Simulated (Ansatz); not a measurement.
## CH5NS, SMILES NCS: a composite energy at a relaxed geometry

Computed with Ansatz's Python interface.

Script `run_composite.py`:
```python
"""Relax CH5NS cheaply, then refine its energy."""

import itertools

import ansatz as az
from ase.data import atomic_numbers, covalent_radii
import numpy as np

ch5ns = (
    az.Crystal.molecule()
    .atom("N", (-0.7321, 0.6728, -0.055))
    .atom("C", (0.5495, 0.1646, 0.0506))
    .atom("S", (0.5086, -1.2433, 1.1524))
    .atom("H", (-0.6942, 1.4999, -0.7341))
    .atom("H", (-1.4002, 0.0046, -0.47))
    .atom("H", (1.2376, 0.9403, 0.4426))
    .atom("H", (0.9465, -0.1495, -0.9246))
    .atom("H", (-0.3234, -1.9464, 0.4823))
)

model = (
    ch5ns.calculation()
    .basis(gaussian="def2-SVP")
    .functional("b3lyp")
)
symbols = [site.symbol for site in ch5ns.cartesian_sites]
start = np.array([site.position_ang for site in ch5ns.cartesian_sites], dtype=float)
rep = model.relax(force_tolerance=0.01).run(threads=1, pin="off").report
end = np.array(rep["positions_ang"])
# pairs closer than 1.2 times the sum of covalent radii, before or after
radius = [covalent_radii[atomic_numbers[s]] for s in symbols]
span = lambda where, i, j: np.linalg.norm(where[i] - where[j])
bonded = [(i, j) for i, j in itertools.combinations(range(len(symbols)), 2) if min(span(start, i, j), span(end, i, j)) < 1.2 * (radius[i] + radius[j])]
print("pair        before    after (A)")
for i, j in bonded:
    print(f"{symbols[i]}{i}-{symbols[j]}{j}".ljust(10), f"{span(start, i, j):8.4f} {span(end, i, j):8.4f}")

minimum = az.Crystal.molecule()
for symbol, place in zip(symbols, end):
    minimum = minimum.atom(symbol, place.tolist())
at_minimum = minimum.calculation()
# MP2 extrapolated to the basis limit, plus the small-basis difference CCSD(T) - MP2
level = lambda method, basis: at_minimum.basis(gaussian=basis).correlation(method).run(threads=1, pin="off").report
small, large, cluster = level("mp2", "cc-pVDZ"), level("mp2", "cc-pVTZ"), level("ccsd_t", "cc-pVDZ")
corr = lambda each: (each["free_energy_ev"] - each["reference_energy_ev"]) / 27.211386246
mp2_limit = (27 * corr(large) - 8 * corr(small)) / 19
pieces = {"HF / cc-pVTZ": large["reference_energy_ev"] / 27.211386246, "MP2 correlation, DZ-TZ limit": mp2_limit, "CCSD(T) - MP2 / cc-pVDZ": corr(cluster) - corr(small)}
for name, value in pieces.items():
    print(f"{name:32s} {value:14.6f} Ha")
print(f"{'sum':32s} {sum(pieces.values()):14.6f} Ha")
print("T1 diagnostic", round(cluster["correlation"]["coupled_cluster"]["t1_diagnostic"], 4))
```

Output of `python run_composite.py`:
```text
pair        before    after (A)
N0-C1        1.3827   1.4469
N0-H3        1.0708   1.0214
N0-H4        1.0320   1.0202
C1-S2        1.7882   1.8404
C1-H5        1.1085   1.1013
C1-H6        1.0988   1.1079
S2-H7        1.2789   1.3537
HF / cc-pVTZ                        -492.796934 Ha
MP2 correlation, DZ-TZ limit          -0.623981 Ha
CCSD(T) - MP2 / cc-pVDZ               -0.054752 Ha
sum                                 -493.475667 Ha
T1 diagnostic 0.0085
```

Caveats:
- The settings weren't tested for convergence.
- The sum leaves out core correlation, relativity, the Hartree-Fock basis error and zero-point energy; a DZ-TZ extrapolation is rough.
- b3lyp holds the VWN-RPA fit, as in Gaussian; the form of ORCA and Turbomole is b3lyp5.
- Inner cores stay frozen, so this is valence correlation.
- For Al to Cl the sets with a tight d function, cc-pV(X+d)Z, are usual.
- An extrapolation from small basis sets is rough.
- It ran for 24 s on 1 thread of Arm Neoverse V1, with other jobs on the host, peak memory 0.35 GiB.
